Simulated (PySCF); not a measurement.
Ligands exchanged one at a time, B F-SiH3. Gas-phase values, no solvent. Strings in code marks are SMILES.

Calculation: B3LYP-D3(BJ)/def2-TZVP in PySCF. B3LYP has the VWN-RPA correlation part, as in Gaussian. Delta-SCF ions had no search for a lower state. Excitations are Tamm–Dancoff values on a coarser integration grid. The basis has no diffuse functions, so Rydberg states are missing or too high.

```csv
species,LUMO (eV),dipole moment (D),T1 excitation (TDA) (eV),vertical ionisation energy (Delta-SCF) (eV)
0 of 3 F replaced by SiH3 (`FB(F)F`),–,0.00,?,15.21
1 of 3 F replaced by SiH3 (`FB(F)[SiH3]`),-1.41,0.98,5.24,11.54
2 of 3 F replaced by SiH3 (`[SiH3]B(F)[SiH3]`),-2.37,?,2.93,9.48
3 of 3 F replaced by SiH3 (`[SiH3]B([SiH3])[SiH3]`),-3.29,0.10,2.58,?
```

Task: Some entries are withheld; supply them.

Result: 
- 0 of 3 F replaced by SiH3 (`FB(F)F`), T1 excitation (TDA) (eV): 10.23
- 2 of 3 F replaced by SiH3 (`[SiH3]B(F)[SiH3]`), dipole moment (D): 0.28
- 3 of 3 F replaced by SiH3 (`[SiH3]B([SiH3])[SiH3]`), vertical ionisation energy (Delta-SCF) (eV): 9.72
